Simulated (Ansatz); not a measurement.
A nudged elastic band was laid between two geometries of AlClH₂ (4 atoms, charge 0, multiplicity 1).

Method: RKS PBE0-D4/def2-SVP (Ansatz 0.2.0).

- movable images: 7
- climbing image: yes
- spring: 5.0 eV/Å²
- optimiser: quadratic models (default)
- start path: through a guess of the saddle point
- force threshold: 0.05 eV/Å
- iteration limit: 60
- end points: relaxed

Image 0:

```xyz
4
Properties=species:S:1:pos:R:3
Al 0.460 0.000 0.121
Cl 0.819 0.000 2.196
H 1.715 0.000 -0.837
H -1.046 0.000 -0.356
```

Image 8:

```xyz
4
Properties=species:S:1:pos:R:3
Al -0.422 0.000 -1.024
Cl 1.369 0.000 1.259
H 2.500 0.000 0.640
H -1.500 0.000 0.249
```

**Question.** What changes between the two ends?

**Answer.** Bonds broken: Al1–Cl2, Al1–H3. Bonds formed: Cl2–H3. AlClH2 becomes AlH + ClH.

**Question.** What energy profile does the band end with?

**Answer.** The run converged. The highest image is number 4 of 0 to 8, 70.7 kcal/mol above the first end and 7.2 kcal/mol above the last; the last end lies 63.5 kcal/mol above the first. Neighbouring images differ by up to 1.3 eV, so the band resolves the path poorly. A vibrational analysis at the climbing image gives one clearly imaginary mode, 804i cm⁻¹: a first-order saddle point. The orbitals stay closed-shell, which can raise the energy where a bond breaks towards radicals; this wasn't checked here.

```
image  path coordinate (Å)  energy (kcal/mol)  Al1–Cl2 (Å)  Al1–H3 (Å)  Cl2–H3 (Å)
    0                 0.00                0.0         2.11        1.58        3.16
    1                 0.39                6.1         2.10        1.57        2.76
    2                 0.79               26.2         2.16        1.55        2.33
    3                 1.18               56.4         2.33        1.59        1.93
    4                 1.57               70.7         2.56        1.76        1.56
    5                 1.92               66.8         2.86        2.13        1.35
    6                 2.28               65.2         3.02        2.60        1.30
    7                 2.63               64.2         2.97        3.01        1.29
    8                 2.98               63.5         2.90        3.36        1.29
```

**Question.** What is the geometry of the highest image?

**Answer.** 
```xyz
4
Properties=species:S:1:pos:R:3
Al 0.252 0.000 -0.613
Cl 1.251 0.000 1.744
H 1.770 0.000 0.269
H -1.325 0.000 -0.277
```

The band took 10 iterations and roughly 50 core-seconds.

Time of the run: 54 s on 1 thread of Arm Neoverse V2, on a shared host, peak memory 0.094 GiB.
